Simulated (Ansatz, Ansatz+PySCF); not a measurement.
```yaml
atoms:
  - { symbol: Cl, position_ang: [0.0000, 0.0000, -2.0175] }
  - { symbol: Mg, position_ang: [0.0000, 0.0000, 0.0000] }
  - { symbol: Cl, position_ang: [0.0000, 0.0000, 2.0175] }
```

RHF on singlet MgCl2 was run in several spherical basis sets with Ansatz (development build ahead of 0.2.0). Caution for RHF: no unrestricted run beside it, a lower state can exist.

Question: Rank the basis sets by the total energy that they give, lowest first, with the distance from the lowest.
A. 6-31G
B. cc-pVDZ
C. cc-pVTZ
D. 6-31G(d)
E. def2-SVP
F. def2-TZVP
G. STO-3G

Answer: C (0.00 eV), F (0.67 eV), B (1.14 eV), D (2.83 eV), A (4.16 eV), E (11.22 eV), G (334.84 eV).

Totals follow the description of the cores as much as that of the bonds, so this order isn't one of quality for chemistry.
